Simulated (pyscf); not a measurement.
Structures and frequencies: ωB97X-D3(BJ)/def2-SVP in PySCF.

Q: H₃Si–Si(SiH₃)(SiH₃)–Cl + difluorocarbene (F–C:–F) [singlet] -> F–C(F)(SiH₃)–Si(SiH₃)(SiH₃)–Cl
Surface: singlet. Broken: Si–Si. Formed: C–Si, C–Si. Give ΔE‡ and ΔE from ωB97M-D3(BJ)/def2-TZVP, relative to the separated reactants.

A: ΔE‡ = 53.2 kJ/mol, ΔE = -202.5 kJ/mol. Zero-point energy shifts the barrier by +6.5 kJ/mol. It is an insertion, with an imaginary mode of 122i cm⁻¹. On the product side the descent ends in a point that may be a rotor saddle (no frequency run), 5.2 kJ/mol over the lowest minimum found and 246.5 kJ/mol under the saddle at ωB97X-D3(BJ)/def2-TZVP. One saddle was located; it need not be the lowest between these sides.
